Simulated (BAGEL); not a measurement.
**HF/STO-3G (density fitting with qzvpp-jkfit) run of Si3H6 (SMILES [SiH2]1[SiH2][SiH2]1)**

Aim: the vertical ionisation energy of Si3H6 at HF/STO-3G (density fitting with qzvpp-jkfit), from 2 runs. 

The results are computed with BAGEL 1.2.2.

## 1. The structure to begin with

The species is Si3H6 (9 atoms), meant as a singlet with charge 0. As SMILES, `[SiH2]1[SiH2][SiH2]1`. The coordinates come from a PBE0-D4/def2-TZVP relaxation.

Bond lengths: Si1–Si2 2.330 Å, Si1–Si3 2.330 Å, Si2–Si3 2.330 Å, Si1–H4 1.484 Å, Si1–H5 1.484 Å, Si2–H6 1.484 Å, Si2–H7 1.484 Å, Si3–H8 1.484 Å, Si3–H9 1.484 Å. Some angles: Si1–Si2–Si3 60.0°, Si2–Si1–Si3 60.0°, Si1–Si3–Si2 60.0°, Si1–Si2–H6 118.6°, Si1–Si2–H7 118.5°, Si3–Si2–H6 118.6°, Si3–Si2–H7 118.5°, Si2–Si1–H4 118.5°, Si2–Si1–H5 118.5°, Si3–Si1–H4 118.5°.

## 2. A single-point energy at HF/STO-3G (density fitting with qzvpp-jkfit)

input.json

```json
{ "bagel" : [

{
  "title" : "molecule",
  "basis" : "sto-3g",
  "df_basis" : "qzvpp-jkfit",
  "angstrom" : "true",
  "geometry" : [
    { "atom" : "Si", "xyz" : [      -1.199300,      -0.172100,      -0.584000 ] },
    { "atom" : "Si", "xyz" : [       0.903000,       0.831000,      -0.550500 ] },
    { "atom" : "Si", "xyz" : [       0.296900,      -0.660200,       1.133600 ] },
    { "atom" : "H", "xyz" : [      -1.471300,      -1.214000,      -1.604800 ] },
    { "atom" : "H", "xyz" : [      -2.386800,       0.661400,      -0.273000 ] },
    { "atom" : "H", "xyz" : [       1.910400,       0.400500,      -1.551100 ] },
    { "atom" : "H", "xyz" : [       0.993300,       2.274300,      -0.218200 ] },
    { "atom" : "H", "xyz" : [       0.935100,      -1.999400,       1.160100 ] },
    { "atom" : "H", "xyz" : [       0.018700,      -0.121600,       2.487900 ] }
  ]
},

{ "title" : "hf" },

{ "title" : "print", "file" : "orbitals.molden", "orbitals" : "true" }

]}
```

The run is started by

```bash
BAGEL_NUM_THREADS=1 BAGEL input.json > input.out
```

The program printed:

```text
* using 1 threads per process

  ===============================================================
  ===============================================================

  *** Geometry ***

  { "atom" : "Si", "xyz" : [     -2.266349,     -0.325222,     -1.103600 ] },
  { "atom" : "Si", "xyz" : [      1.706423,      1.570362,     -1.040294 ] },
  { "atom" : "Si", "xyz" : [      0.561060,     -1.247597,      2.142194 ] },
  { "atom" : "H", "xyz" : [     -2.780354,     -2.294128,     -3.032632 ] },
  { "atom" : "H", "xyz" : [     -4.510398,      1.249865,     -0.515895 ] },
  { "atom" : "H", "xyz" : [      3.610133,      0.756835,     -2.931154 ] },
  { "atom" : "H", "xyz" : [      1.877065,      4.297804,     -0.412338 ] },
  { "atom" : "H", "xyz" : [      1.767083,     -3.778318,      2.192271 ] },
  { "atom" : "H", "xyz" : [      0.035338,     -0.229791,      4.701450 ] },

  Number of auxiliary basis functions:      492

  Since a DF basis is specified, we compute 2- and 3-index integrals:
    o Being stored without compression. Storage requirement is 0.004 GB

  Number of basis functions:       33
  Number of electrons      :       48

    * METHOD: MOLECULE                             0.16

  *** RHF ***

  === Nuclear Repulsion ===
   192.6106981770

      * DIIS with orbital gradients will be used.

  === RHF iteration (sto-3g) ===
      0       -860.21565165          0.00517376           0.02
      1       -860.23426484          0.00129378           0.02
      2       -860.23557070          0.00023356           0.02
      3       -860.23562408          0.00003741           0.02
      4       -860.23562611          0.00000678           0.02
      5       -860.23562618          0.00000061           0.02
      6       -860.23562618          0.00000004           0.02
      7       -860.23562618          0.00000001           0.02
    * SCF iteration converged.

    * Permanent dipole moment:
           (   -0.000609,     0.001345,     0.000952) a.u.

    * METHOD: HF                                   0.25

    * METHOD: PRINT                                0.00

  ===============================================================
```

Run time: 0.67 s. Hardware: 1 thread of AMD EPYC 7B13 (Zen 3), shared host; peak memory 0.08 GiB.

## 3. The doublet cation at the same level

input.json

```json
{ "bagel": [

{
  "title": "molecule",
  "basis": "sto-3g",
  "df_basis": "qzvpp-jkfit",
  "angstrom": true,
  "geometry": [
    { "atom": "Si", "xyz": [   -1.199300,   -0.172100,   -0.584000 ] },
    { "atom": "Si", "xyz": [    0.903000,    0.831000,   -0.550500 ] },
    { "atom": "Si", "xyz": [    0.296900,   -0.660200,    1.133600 ] },
    { "atom": "H", "xyz": [   -1.471300,   -1.214000,   -1.604800 ] },
    { "atom": "H", "xyz": [   -2.386800,    0.661400,   -0.273000 ] },
    { "atom": "H", "xyz": [    1.910400,    0.400500,   -1.551100 ] },
    { "atom": "H", "xyz": [    0.993300,    2.274300,   -0.218200 ] },
    { "atom": "H", "xyz": [    0.935100,   -1.999400,    1.160100 ] },
    { "atom": "H", "xyz": [    0.018700,   -0.121600,    2.487900 ] }
  ]
},
{ "title": "uhf", "charge": 1, "nopen": 1 },
{ "title": "print", "file": "orbitals.molden", "orbitals": true }

]}
```

The run is started by

```bash
BAGEL_NUM_THREADS=1 BAGEL input.json > input.out
```

The program printed:

```text
* using 1 threads per process

  ===============================================================
  ===============================================================

  *** Geometry ***

  { "atom" : "Si", "xyz" : [     -2.266349,     -0.325222,     -1.103600 ] },
  { "atom" : "Si", "xyz" : [      1.706423,      1.570362,     -1.040294 ] },
  { "atom" : "Si", "xyz" : [      0.561060,     -1.247597,      2.142194 ] },
  { "atom" : "H", "xyz" : [     -2.780354,     -2.294128,     -3.032632 ] },
  { "atom" : "H", "xyz" : [     -4.510398,      1.249865,     -0.515895 ] },
  { "atom" : "H", "xyz" : [      3.610133,      0.756835,     -2.931154 ] },
  { "atom" : "H", "xyz" : [      1.877065,      4.297804,     -0.412338 ] },
  { "atom" : "H", "xyz" : [      1.767083,     -3.778318,      2.192271 ] },
  { "atom" : "H", "xyz" : [      0.035338,     -0.229791,      4.701450 ] },

  Number of auxiliary basis functions:      492

  Since a DF basis is specified, we compute 2- and 3-index integrals:
    o Being stored without compression. Storage requirement is 0.004 GB

  Number of basis functions:       33
  Number of electrons      :       48

    * METHOD: MOLECULE                             0.16

  *** Open-shell HF ***

  === Nuclear Repulsion ===
   192.6106981770

      * DIIS with orbital gradients will be used.

  === UHF iteration (sto-3g) ===
      0       -859.98470924          0.01921025           0.04
      1       -860.03594776          0.00367347           0.04
      2       -860.03842155          0.00102421           0.04
      3       -860.03877504          0.00037742           0.05
      4       -860.03888496          0.00012136           0.04
      5       -860.03892518          0.00005402           0.04
      6       -860.03894386          0.00001863           0.04
      7       -860.03894791          0.00001383           0.04
      8       -860.03895038          0.00001063           0.04
      9       -860.03895113          0.00000906           0.04
     10       -860.03895125          0.00000885           0.04
     11       -860.03895156          0.00000828           0.04
     12       -860.03895266          0.00000556           0.04
     13       -860.03895329          0.00000343           0.04
     14       -860.03895341          0.00000234           0.04
     15       -860.03895348          0.00000161           0.04
     16       -860.03895351          0.00000089           0.05
     17       -860.03895353          0.00000042           0.04
     18       -860.03895353          0.00000015           0.04
     19       -860.03895353          0.00000008           0.04
     20       -860.03895353          0.00000005           0.04
     21       -860.03895353          0.00000004           0.04
     22       -860.03895353          0.00000002           0.04
     23       -860.03895353          0.00000001           0.04
    * SCF iteration converged.

    * S^2 (UHF) is 0.7650

    * Permanent dipole moment:
           (   -0.347649,    -0.048584,    -0.168197) a.u.

    * METHOD: UHF                                  1.05

    * METHOD: PRINT                                0.00

  ===============================================================
```

It took 1.4 s on 1 thread of AMD EPYC 7B13 (Zen 3), shared host; peak memory 0.08 GiB.

## 4. What came out

Level: HF/STO-3G (density fitting with qzvpp-jkfit).

```
                                          quantity          value
                       singlet Si3H6: total energy  -860.23563 Eh
                      singlet Si3H6: dipole moment         0.00 D
                        singlet Si3H6: HOMO energy       -6.00 eV
                        singlet Si3H6: LUMO energy        9.87 eV
                      singlet Si3H6: HOMO–LUMO gap       15.87 eV
                      doublet cation: total energy  -860.03895 Eh
                              doublet cation: ⟨S²⟩          0.765
vertical ionisation energy (to the doublet cation)       5.352 eV
```

What this shows: Removing an electron at fixed nuclei costs 5.35 eV (516 kJ/mol). The negative HOMO energy of the first species, 6.00 eV, lies 0.65 eV above that difference. In a minimal basis such a difference can be off by several eV, whatever the method.
